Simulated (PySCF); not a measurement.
Species: phosphanide, PH2 (charge -1).
SMILES: `[PH2-]`

Level of theory: PBE0-D3(BJ)/def2-SVP geometry optimisation, gas phase in PySCF.

Take the most abundant isotopes and a rigid rotor. 

(1) What are A, B and C (GHz)?

(2) What kind of rotor is it?

(3) Give the coordinates in the principal-axis frame, origin at the centre of mass.

(4) Where do the levels up to J = 3 lie, in MHz?

(5) Which lines would a microwave search look for?

(6) Estimate the classical rotational partition function at 100 K and 298.15 K.

Answers

(1) Ia = 1.97, Ib = 2.14, Ic = 4.11 u·Å²; 505379 MHz·u·Å²/I gives 256546, 235915 and 122899 MHz, that is A = 256.55, B = 235.92, C = 122.90 GHz.

(2) An asymmetric top: κ = (2 × 235915 − 256546 − 122899)/(256546 − 122899) = 0.69.

(3) The sense of each axis is arbitrary; atoms in the order of the calculation.
| atom | mass (u) | a (Å) | b (Å) | c (Å) |
| --- | --- | --- | --- | --- |
| P1 | 30.974 | 0.000 | 0.062 | 0.000 |
| H2 | 1.008 | -1.028 | -0.961 | 0.000 |
| H3 | 1.008 | 1.034 | -0.955 | 0.000 |

(4) Above 0(0,0):
J = 1: 1(0,1) 358815, 1(1,1) 379445, 1(1,0) 492461
J = 2: 2(0,2) 981484, 2(1,2) 984058, 2(1,1) 1323107, 2(2,1) 1384999, 2(2,0) 1479959
J = 3: 3(0,3) 1843063, 3(1,3) 1843265, 3(1,2) 2448824, 3(2,2) 2461443, 3(2,1) 2771268, 3(3,1) 2894848, 3(3,0) 2967387
The levels of one J sum to (2J + 1)J(J + 1)(A + B + C)/3.

(5) The dipole components (about the centre of mass, as the species is charged) are |μa| = 0.00 D, |μb| = 0.12 D, |μc| = 0.00 D; the symmetry axis of this C2v structure is b, so μa and μc vanish by symmetry and there are no a-type or c-type lines. Some lines, for components of 0.1 D or more:

```csv
type,branch,"J(Ka,Kc)",MHz,lower level (cm⁻¹)
b,Q,"1(1,0) ← 1(0,1)",133647,11.969
b,Q,"2(2,0) ← 2(1,1)",156852,44.134
b,Q,"3(3,0) ← 3(2,1)",196119,92.440
b,Q,"3(2,1) ← 3(1,2)",322444,81.684
b,Q,"2(1,1) ← 2(0,2)",341623,32.739
b,R,"1(1,1) ← 0(0,0)",379445,0.000
b,Q,"3(3,1) ← 3(2,2)",433406,82.105
b,R,"2(0,2) ← 1(1,1)",602038,12.657
b,Q,"3(1,2) ← 3(0,3)",605761,61.478
b,Q,"3(2,2) ← 3(1,3)",618177,61.485
b,R,"2(1,2) ← 1(0,1)",625244,11.969
b,R,"3(0,3) ← 2(1,2)",859004,32.825
b,R,"3(1,3) ← 2(0,2)",861782,32.739
b,R,"2(2,1) ← 1(1,0)",892537,16.427
b,R,"2(2,0) ← 1(1,1)",1100514,12.657
b,R,"3(2,2) ← 2(1,1)",1138336,44.134
b,R,"3(3,1) ← 2(2,0)",1414889,49.366
b,R,"3(3,0) ← 2(2,1)",1582388,46.199
b,R,"3(2,1) ← 2(1,2)",1787209,32.825
```

(6) Point group C2v, symmetry number σ = 2; q = (√π/σ)·√((kT/h)³/(ABC)), k/h = 20836.6 MHz/K: 30.9 at 100 K, 159 at 298.15 K.

No PBE0-D3(BJ)/def2-SVP frequencies stand behind this structure, so it isn't proved a minimum. The geometry's basis has no diffuse functions, a weakness for an anion. Zero-point vibration and centrifugal distortion are left out.
